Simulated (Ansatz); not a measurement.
in.yaml

```yaml
crystal:
  periodic: [false, false, false]
  atoms:
    - {symbol: N, position_ang: [0.000000, 0.000000, 0.000000]}
    - {symbol: H, position_ang: [0.000000, 0.000000, 1.256000]}
basis:
  gaussian: {orbitals: aug-cc-pVDZ}
magnetization: {spin_polarized: false}
correlation: {method: ccsdt_q, electrons: outside_noble_gas}
```

```sh
$ ansatz run in.yaml --threads 1 --pin off --events-out ev --progress --plain --max-ram 2393MiB
```

The program prints:

```
510 factors; integrals over basis functions are off by at most 1.2e-7 eV
mean field evaluation 1: about -1491.9713 eV, gradient 7.6e0 eV
mean field evaluation 2: about -1491.9713 eV, gradient 7.6e0 eV
mean field evaluation 4: about -1492.2047 eV, gradient 4.8e-1 eV
mean field evaluation 8: about -1492.2062 eV, gradient 8.2e-5 eV
mean field evaluation 16: about -1487.3117 eV, gradient 3.1e1 eV
mean field evaluation 32: about -1492.2058 eV, gradient 2.3e-1 eV
mean field -1492.20618767 eV, -54.8375659430 hartree, gradient 3.1e-6 eV, S^2 0.000000; 2 other end points of the search recorded, 0 dependent functions left out; unrestricted orbitals would lower it
mean field evaluation 64: about -1492.2062 eV, gradient 3.1e-3 eV
unrestricted determinant -1494.25415147 eV, -54.9128272248 hartree, S^2 1.0107
1 core orbitals not correlated: weight in the atoms' cores, before any rotation towards them, 1.000 or more for the frozen orbitals, at most 0.000 for the correlated occupied ones
reference -1492.20618767 eV, -54.8375659430 hartree; 3, 3 occupied and 28, 28 virtual orbitals, 510 factors
second order -3.66741214 eV of doubles, -0.00000000 eV of singles
cycle   1  -4.16480638 eV  change   -5.0e-1 eV  update   6.5e-2
cycle   2  -4.47699956 eV  change   -3.1e-1 eV  update   3.5e-2
cycle   3  -4.58811856 eV  change   -1.1e-1 eV  update   2.4e-2
...
cycle  19  -5.01939632 eV  change   -6.6e-6 eV  update   1.4e-6
cycle  20  -5.01939572 eV  change    6.0e-7 eV  update   7.1e-7
cycle  21  -5.01939405 eV  change    1.7e-6 eV  update   3.0e-7
cycle  22  -5.01939319 eV  change    8.6e-7 eV  update   2.6e-7
cycle  23  -5.01939077 eV  change    2.4e-6 eV  update   1.6e-7
cycle  24  -5.01939210 eV  change   -1.3e-6 eV  update   1.8e-7
cycle  25  -5.01939168 eV  change    4.1e-7 eV  update   6.6e-8
cycle  26  -5.01939191 eV  change   -2.2e-7 eV  update   7.7e-8
cycle   1  -5.01939217 eV  update   1.0e-7
cycle   2  -5.01939218 eV  change   -2.2e-9 eV  update   4.2e-8
perturbative correction -0.03612840 eV, -0.0013276942 hartree
WARN: these amplitudes may be one of several solutions (largest doubles amplitude 0.82, level shift 0.00 eV)
Total energy: -1497.26170824 eV, -55.0233528974 hartree
```

For the same geometry and basis full CI lies 8.9 meV higher. By full CI's occupations no single determinant describes the state well. The program flagged this run's energy as in doubt. The determinant fills πx and πy unequally, so it is a mixture of Σ and Δ. The determinant has the irrep A1, whose lowest full-CI state lies within 3 meV of the A2 state that serves as the reference. RHF is unstable: UHF (⟨S²⟩ = 1.01) lies 2.05 eV below the lowest RHF solution. Higher spins weren't run at this geometry and may lie near or lower.

Ran on 1 thread of Arm Neoverse V1, shared host: 2.4 s wall, 0.11 GiB peak host memory.
